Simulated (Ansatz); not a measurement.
Frontier orbitals of H₆SSi₂ (`[SiH3][SiH2]S`).

```xyz
9

Si   -1.467   -0.421    0.277
Si    0.708   -0.017   -0.479
S     1.618    1.269    0.974
H    -1.429   -1.070    1.614
H    -2.165   -1.320   -0.680
H    -2.216    0.859    0.377
H     1.466   -1.292   -0.605
H     0.686    0.632   -1.819
H     2.800    1.359    0.341
```

Total charge 0; spin multiplicity 1. The structure was optimised at the PBE0-D4/def2-TZVP level. It is one conformer, not always the lowest. Basis def2-TZVPP, Ansatz 0.2.0.

| functional | HOMO (eV) | LUMO (eV) | gap (eV) |
| --- | --- | --- | --- |
| PBE | -6.27 | -1.24 | 5.03 |
| PBE0 | -7.50 | -0.40 | 7.10 |
| r2SCAN0 | -7.69 | -0.22 | 7.47 |
| LC-ωPBE | -10.24 | 1.77 | 12.01 |
| ωB97M-V | -9.70 | 1.34 | 11.04 |

From PBE to PBE0 the HOMO moves by −1.23 eV and the LUMO by +0.84 eV, and with ωB97M-V by −3.43 and +2.58 eV, so the gap grows from 5.03 to 11.04 eV with exact exchange. A positive LUMO is unbound and depends on the basis.

LC-ωPBE has ω = 0.4 bohr⁻¹.
